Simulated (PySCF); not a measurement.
Input of a run (PBE0-D3(BJ)/def2-TZVP geometry optimisation, gas phase (PySCF 2.14.0)), started from GFN2-xTB:
```
{"job": {"xc": "PBE0", "basis": "def2-TZVP", "d3": "d3bj", "grid": 2, "kind": "geom"}, "charge": -1, "multiplicity": 1}
O     -2.896271    -0.121509     0.763560
C     -2.007873     0.025142    -0.097751
C     -0.656091    -0.004186     0.039304
C      0.581350    -0.032564     0.184541
C      1.896976    -0.053781     0.271660
Cl     2.916383     0.194211    -1.172781
H     -2.317917     0.211737    -1.164755
H      2.492501    -0.209638     1.151657
```

Output (energies in Eh, forces in Eh/bohr):
```
step   0  E = -688.69898533  max force = 0.016214
step   1  E = -688.69932503  max force = 0.004978
step   2  E = -688.69949823  max force = 0.002158
step   3  E = -688.69973644  max force = 0.002480
step   4  E = -688.69978566  max force = 0.001805
step   5  E = -688.69980025  max force = 0.001362
step   6  E = -688.69981056  max force = 0.000875
step   7  E = -688.69981779  max force = 0.000231
optimisation converged
```

**Question.** Summarise the run.

**Answer.** The energy falls by 0.52 kcal/mol over 8 energy and gradient evaluations, the largest force component goes from 0.0162 to 2.3e-04 Eh/bohr, and the atoms move by 0.035 Å rms after alignment. Among the bonds, C2=C3 and C5–Cl6 change most and about equally (-0.016 to +0.017 Å). Bonds longer at the end by more than 0.005 Å: 3 of 7; shorter: 2. Among the angles that change most is C2–C3–C4, from 179.1° to 175.7°. The energy never rose by more than 1e-6 Eh on the way. The first step brought 41 % of the lowering.

**Question.** What are the final bond lengths?

**Answer.** O1–C2 1.243 Å, C2=C3 1.376 Å, C3=C4 1.251 Å, C4=C5 1.328 Å, C5–Cl6 1.770 Å, C2–H7 1.118 Å, C5–H8 1.079 Å. Numbering counts from 1 in the input's order; the species is `C(=C=C=CCl)[O-]`.

The run used 204 basis functions and 68 SCF cycles in all.

No PBE0-D3(BJ)/def2-TZVP frequencies stand behind this structure, so it isn't proved a minimum. Isolated species at its PBE0-D3(BJ)/def2-TZVP geometry, gas phase.
